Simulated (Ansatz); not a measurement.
Run this with Ansatz 0.2.0, Python API and show what comes out.

`basis_ch4fsi.py`:
```python
"""Basis-set convergence for CH4FSi."""

import ansatz
from ase import Atoms

atoms = Atoms(["C", "Si", "F", "H", "H", "H", "H"], positions=[
    (-0.8337, 0.2401, -0.5844),
    (0.5628, -0.157, 0.3821),
    (0.5707, -1.7494, 0.4931),
    (-1.4469, -0.4926, -0.9702),
    (-1.093, 1.3164, -0.8186),
    (0.4722, 0.4572, 1.7356),
    (1.8291, 0.3173, -0.2833),
])
system = ansatz.Crystal.molecule_from_ase(atoms)

base = (
    system.calculation()
    .correlation("mp2")
    .spin("collinear", total=1)
)

energies = {}
for basis in ["cc-pVDZ", "cc-pVTZ"]:
    summary = base.basis(gaussian=basis).run(threads=1).report
    size = summary["n_frozen"] + summary["n_occupied"][0] + summary["n_virtual"][0]
    energies[basis] = (summary["reference_energy_ev"] / 27.211386246, summary["free_energy_ev"] / 27.211386246)
    print(f"{basis:14s} {size:4d} orbitals  reference {energies[basis][0]:14.6f} Ha  total {energies[basis][1]:14.6f} Ha")

# correlation energy at the basis limit from E(X) = E + A / X^3
small, large = (energies[b][1] - energies[b][0] for b in ("cc-pVDZ", "cc-pVTZ"))
limit = (3 ** 3 * large - 2 ** 3 * small) / (3 ** 3 - 2 ** 3)
print(f"correlation energy: {small:.6f} and {large:.6f} Ha, extrapolated {limit:.6f} Ha")
print(f"share caught by the larger set: {100 * large / limit:.1f} %")
```

```console
$ python basis_ch4fsi.py
cc-pVDZ          66 orbitals  reference    -428.574481 Ha  total    -428.974230 Ha
cc-pVTZ         150 orbitals  reference    -428.651824 Ha  total    -429.169791 Ha
correlation energy: -0.399748 and -0.517967 Ha, extrapolated -0.567744 Ha
share caught by the larger set: 91.2 %
```

Against cc-pVDZ: cc-pVTZ -195.6 mHa. The last step alone is -195.56 mHa. From the first set to the last the time grows from 0.7 to 3.1 s.

Caveats:
- The drop along the ladder measures the basis error, and is no property of the molecule.
- The geometry is a force-field or estimated start, not a minimum of this method, and the last set is no limit. Much of the fall in a total is atomic energy, which cancels in bond and reaction energies.
- The species is open-shell (spin multiplicity 2).
- Inner cores stay frozen, so this is valence correlation.
- For Al to Cl the sets with a tight d function, cc-pV(X+d)Z, are usual.
- An extrapolation from small basis sets is rough.
- Finished in 4.3 s on 1 thread of Arm Neoverse V1, with other jobs on the host, peak memory 0.34 GiB.
